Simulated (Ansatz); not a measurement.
# CH4BCl: the cost of one run

Computed with Ansatz 0.2.0, driven from Python. The levels of theory stand in the script.

### Step 1. The system

Bond lengths: B1–C2 1.538 Å, C2–Cl3 1.768 Å, B1–H4 1.126 Å, B1–H5 1.237 Å, C2–H6 1.099 Å, C2–H7 1.101 Å. Angles: B1–C2–Cl3 110.4°, B1–C2–H6 107.9°, B1–C2–H7 111.5°, Cl3–C2–H6 109.3°, Cl3–C2–H7 108.6°, H6–C2–H7 109.2°, C2–B1–H4 122.2°, C2–B1–H5 121.4°, H4–B1–H5 116.4°.

No structure file is read: the coordinates are typed or built in the script.

### Step 2. The code

Input file ch4bcl_basis.py:

```python
# -*- coding: utf-8 -*-
'''How the energy of CH4BCl converges with the basis.'''

from dataclasses import dataclass

import ansatz as az
from ase import Atoms


@dataclass
class RunConfig:
    functional: str = 'PBE0'


opts = RunConfig()


def main():
    atoms = Atoms(['B', 'C', 'Cl', 'H', 'H', 'H', 'H'], positions=[
        (-0.6575, -0.054, -0.6114),
        (0.4462, -0.1487, 0.4559),
        (1.2802, 1.4022, 0.6174),
        (-1.3137, -0.9302, -0.8757),
        (-0.8935, 1.007, -1.2015),
        (1.1643, -0.9145, 0.1319),
        (0.0353, -0.4297, 1.4376),
    ])
    mol = az.Crystal.molecule_from_ase(atoms)

    base = mol.calculation().functional(opts.functional)

    energies = {}
    for basis in ['STO-3G', '6-31G', '6-31G*', 'def2-SVP', 'def2-SVPD', 'def2-TZVP', 'def2-TZVPP']:
        data = base.basis(gaussian=basis).run().report
        size = data['n_frozen'] + data['n_occupied'][0] + data['n_virtual'][0]
        energies[basis] = (data['reference_energy_ev'] / 27.211386246, data['free_energy_ev'] / 27.211386246)
        print(f'{basis:14s} {size:4d} orbitals  reference {energies[basis][0]:14.6f} Ha  total {energies[basis][1]:14.6f} Ha')

    last = energies['def2-TZVPP'][1]
    for basis, (_, total) in energies.items():
        print(f'{basis:14s} lies {27.211386 * (total - last):9.4f} eV above def2-TZVPP')


if __name__ == '__main__':
    main()
```

### Step 3. The input behind the calls

The engine receives this input (first run):

```yaml
crystal:
  periodic: [false, false, false]
  atoms:
    - { symbol: B, position_ang: [-0.6575, -0.054, -0.6114] }
    - { symbol: C, position_ang: [0.4462, -0.1487, 0.4559] }
    - { symbol: Cl, position_ang: [1.2802, 1.4022, 0.6174] }
    - { symbol: H, position_ang: [-1.3137, -0.9302, -0.8757] }
    - { symbol: H, position_ang: [-0.8935, 1.007, -1.2015] }
    - { symbol: H, position_ang: [1.1643, -0.9145, 0.1319] }
    - { symbol: H, position_ang: [0.0353, -0.4297, 1.4376] }
basis:
  gaussian:
    orbitals: STO-3G
hamiltonian:
  xc: pbe0
```

### Step 4. Launch

Launch:

```
> python ch4bcl_basis.py
```

**Question.** How long does this script take on 1 thread of AMD EPYC 7R43 (Zen 3), shared host, and how much memory does it need?

About 15 s, with a peak of 0.34 GiB.
